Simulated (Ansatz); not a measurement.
**Pulling the pair apart**

The pair of H₂O (SMILES O, atoms 1–3) and CH₅N (SMILES CN, atoms 4–10), both closed shells, in one local arrangement (a lower one may exist), relaxed at PBE0-D4/def2-TZVP:

```csv
atom,x (Å),y (Å),z (Å)
O1,-0.4513,-0.0655,-2.2168
H2,0.1706,-0.2003,-2.9332
H3,0.0840,-0.0860,-1.3979
C4,-0.5161,0.1219,1.1060
N5,0.7348,-0.0628,0.3785
H6,-0.4036,0.1743,2.1958
H7,-1.1925,-0.7002,0.8676
H8,-0.9960,1.0399,0.7636
H9,1.1937,-0.9179,0.6662
H10,1.3763,0.6964,0.5703
```

CH₅N is shifted rigidly along the line between the mean atom positions of the two fragments (negative: closer). Counterpoise interaction energies in kcal/mol. Program: Ansatz 0.2.0. Basis: def2-TZVPPD. Cores are frozen in the correlated methods.

```csv
shift (Å),PBE-D4,wB97M-V,HF
-0.19,-7.39,-6.23,-2.50
-0.09,-8.05,-7.02,-3.76
0.00,-8.25,-7.34,-4.50
0.09,-8.14,-7.34,-4.88
0.23,-7.68,-7.00,-4.98
0.47,-6.39,-5.89,-4.52
0.95,-4.00,-3.69,-3.08
1.89,-1.44,-1.38,-1.25
```

Problem. What does CCSD(T) give at these shifts? (An estimate is asked for; the value comes from the calculation.)

Solution. By the calculation: -5.69, -6.54, -6.91, -6.96, -6.68, -5.67, -3.61, -1.36 kcal/mol. For zero shift, CCSD(T) at an estimated basis limit (MP2 extrapolated from triple and quadruple zeta, plus CCSD(T) − MP2 in triple zeta) gives -7.40 kcal/mol. These are counterpoise interaction energies, counted from the two frozen fragments.

The T1 diagnostic stays at or below 0.010.

For scale, one of the runs: CCSD(T)/def2-TZVPPD, 233 basis functions, launched by `ansatz run in.yaml --threads 4 --pin off --events-out ev --progress --plain --max-ram 9574MiB`. The run took 18 s on 4 CPU threads of an Intel Xeon 6975P-C (shared host), with 4.7 GiB of host memory at its peak.
